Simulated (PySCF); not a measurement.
Planning a shielding job on 1,1,3-trichloropropane (`ClCCC(Cl)Cl`).

Method: GIAO PBE0/pcSseg-1 NMR shielding, non-relativistic, gas phase (PySCF 2.14.0, density-fitted response routines). Geometry: GFN2-xTB, NEB image 4 of 0 to 8. Work: shieldings, density fitting. The input is one job of a driver script: a line of settings, then coordinates in Å.

Command:
```bash
OMP_NUM_THREADS=1 python probes_run.py task.json out
```

Input:
```
{"job": {"kind": "nmr", "xc": "PBE0", "basis": "pcSseg-1", "pop": false}, "charge": 0, "multiplicity": 1}
Cl    -0.977800     1.556400     1.304300
C     -1.331400     0.089500     0.348800
C     -0.109100    -0.513400    -0.365600
C      1.233600     0.123900    -0.038100
Cl     1.413300     1.701600    -0.834100
Cl     2.533800    -0.953700    -0.612200
H     -1.756400    -0.626200     1.050000
H     -2.097600     0.374800    -0.371000
H     -0.252900    -0.455200    -1.445500
H     -0.036200    -1.568500    -0.094900
H      1.386000     0.273500     1.032500
```

Hardware: Arm Neoverse N1, one thread, shared host. PySCF's memory limit was set to 1200 MB.

The basis has 148 functions.

Problem. What wall time should be expected on this hardware?

Solution. About 21 s. The SCF took 12 cycles.

Problem. How much memory does it need at the peak?

Solution. About 0.73 GiB. Peak memory is the resident size of the whole Python process, interpreter and libraries included.

Problem. At this speed, how long would 5000 such jobs take on 8 cores, one job a core?

Solution. 5000/8 gives 625 rounds of 21 s, about 3.6 h of wall time and 29 core-hours, if the jobs don't slow each other.

The SCF part of the output:
```
coarse grid: 11232 points
cycle   1  E = -1497.1712233249  dE =  5.903e-01  |g| = 4.062e-01  |ddm| = 2.986e+00
cycle   2  E = -1497.1294547771  dE =  4.177e-02  |g| = 6.100e-01  |ddm| = 1.003e+00
cycle   3  E = -1497.2156493271  dE = -8.619e-02  |g| = 5.879e-02  |ddm| = 5.779e-01
cycle   4  E = -1497.2163613348  dE = -7.120e-04  |g| = 2.787e-02  |ddm| = 8.161e-02
cycle   5  E = -1497.2165381147  dE = -1.768e-04  |g| = 5.108e-03  |ddm| = 2.729e-02
cycle   6  E = -1497.2165438645  dE = -5.750e-06  |g| = 1.507e-03  |ddm| = 5.529e-03
final grid: 95728 points
cycle   7  E = -1497.2500754554  dE = -3.564e-05  |g| = 6.922e-03  |ddm| = 2.150e-02
cycle   8  E = -1497.2500693025  dE =  6.153e-06  |g| = 7.951e-03  |ddm| = 1.176e-02
cycle   9  E = -1497.2500845068  dE = -1.520e-05  |g| = 1.683e-03  |ddm| = 8.068e-03
cycle  10  E = -1497.2500851044  dE = -5.976e-07  |g| = 2.533e-04  |ddm| = 1.879e-03
cycle  11  E = -1497.2500851188  dE = -1.440e-08  |g| = 5.916e-05  |ddm| = 2.192e-04
cycle  12  E = -1497.2500851195  dE = -7.790e-10  |g| = 1.743e-05  |ddm| = 7.125e-05
converged SCF energy = -1497.2500851195
```

On the final grid dE counts from the start density on that grid.

Times come from a shared host and carry two figures at best.
